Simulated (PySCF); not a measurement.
Compound: CHCl₂F.
Numbering: `[F:1][CH:2]([Cl:3])[Cl:4]` (hydrogens: H5 on C2)

Cartesian coordinates in Å at the PBE0-D3(BJ)/def2-SVP level; atoms count from 1:
```xyz
5
CHCl2F angstrom
F     -0.0050    1.1302   -0.7780
C      0.0078    0.0835    0.0473
Cl     1.5178   -0.8106   -0.1508
Cl    -1.3955   -0.9403   -0.2703
H     -0.0505    0.4262    1.0890
```

The calculation used core-valence-separated Tamm–Dancoff BHandHLYP/aug-pcX-1 (pcseg-1 on H, def2-SVPD on Cl) in PySCF, non-relativistic, gas phase, PBE0-D3(BJ)/def2-SVP geometry. BHandHLYP without relativity tends to put these K edges a few eV too low, so spacings mean more than positions.

**Question.** What does the F 1s absorption edge look like?

**Answer.** 
```json
{"E (eV)": "686.25", "f": "0.0365", "core hole on": "F1", "main final orbital": "spread"}
{"E (eV)": "687.16", "f": "0.0037", "core hole on": "F1", "main final orbital": "LUMO (71 %)"}
{"E (eV)": "687.66", "f": "0.0078", "core hole on": "F1", "main final orbital": "LUMO+2 (61 %)"}
{"E (eV)": "688.21", "f": "0.0071", "core hole on": "F1", "main final orbital": "LUMO+1 (75 %)"}
{"E (eV)": "688.96", "f": "0.0044", "core hole on": "F1", "main final orbital": "LUMO+4 (58 %)"}
{"E (eV)": "689.34", "f": "0.0010", "core hole on": "F1", "main final orbital": "LUMO+5 (74 %)"}
{"E (eV)": "689.43", "f": "0.0052", "core hole on": "F1", "main final orbital": "LUMO+3 (63 %)"}
```

The first line with a tenth or more of the strongest one's intensity is at 686.25 eV (f = 0.037), with the hole on F1 (alkyl fluorine). It is also the strongest listed.

**Question.** List the carbon K-edge absorption lines.

**Answer.** 
```tsv
E (eV)	f	core hole on	main final orbital
288.27	0.0597	C2	LUMO (63 %)
288.42	0.0935	C2	LUMO+5 (38 %)
290.35	0.0586	C2	LUMO+1 (36 %)
291.42	0.0162	C2	spread
293.37	0.0031	C2	LUMO+2/LUMO+4 (2 roots, f summed)
293.64	0.0068	C2	LUMO+3 (54 %)
```

The first line with a tenth or more of the strongest one's intensity is at 288.27 eV (f = 0.060), with the hole on C2 (CHCl2 carbon). The strongest listed is at 288.42 eV (f = 0.093; C2).

Roots within 0.03 eV whose holes lie on the same, on equivalent or on shared atoms are summed into one line, and the highest roots are left out, as the search may have cut off their partners. Final orbitals are the ground state's empty Kohn–Sham orbitals.

**Question.** What length of transition dipole belongs to the line at 686.25 eV?

**Answer.** From f = (2/3) ΔE |μ|² in atomic units, with ΔE = 25.219 Eh and f = 0.0365: |μ| = 0.047 au = 0.12 D.

The ionisation thresholds weren't computed; near and above them a finite basis only mimics Rydberg series and continuum.

Time: 3.3 s of wall time. Hardware: an Arm Neoverse V1 with one thread, shared host.
